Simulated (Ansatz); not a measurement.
A geometry relaxed with PBE-D3(BJ)/def2-SVP in Ansatz (a quantum-chemistry and plane-wave program), charge 0, multiplicity 1:

```xyz
4

F     -1.0528    -0.8009    -0.0315
F     -0.1669     1.3126    -0.0045
F      1.2197    -0.5117     0.0360
B      0.0000     0.0000     0.0000
```

Question: Write the SMILES of this molecule.

Answer: `FB(F)F`
